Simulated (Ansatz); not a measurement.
Compare A (`C/C=C(\O)F`) with its isomer B (`CO/C=C/F`).

Isolated molecules relaxed with PBE0-D4/def2-TZVP in Ansatz; ΔE leaves out vibrations. CCSD(T)/CBS is the MP2 limit (def2-TZVPP, def2-QZVPP) plus CCSD(T) − MP2 in def2-TZVPP, frozen cores. Double bonds are as drawn, so ΔE can hold a change between cis and trans. DFT in def2-TZVPP. B3LYP here is the variant with VWN-RPA as its local correlation; programs differ in this. Each species was taken in one conformer, which may not be the lowest.

Task: Which isomer does CCSD(T)/CBS put lower? Give the gap. (Best estimate.)

Result: Ansatz gave: A, by 87.6 kJ/mol.

Task: Give E(B) − E(A) in kJ/mol with CCSD(T)/def2-TZVPP, B3LYP, ωB97M-V, B2PLYP, HF/def2-TZVPP, MP2/def2-TZVPP, CCSD/def2-TZVPP. (Estimate.)

Result: Ansatz gave: CCSD(T)/def2-TZVPP 86.2, B3LYP 82.2, ωB97M-V 88.6, B2PLYP 84.9, HF/def2-TZVPP 83.9, MP2/def2-TZVPP 93.0, CCSD/def2-TZVPP 86.8. None reverses the order clearly.

Largest T1 diagnostic: 0.012.

From PBE to PBE0 (25 % exact exchange), in def2-TZVPP and without D4, E(B) − E(A) moves by +4.5 kJ/mol.
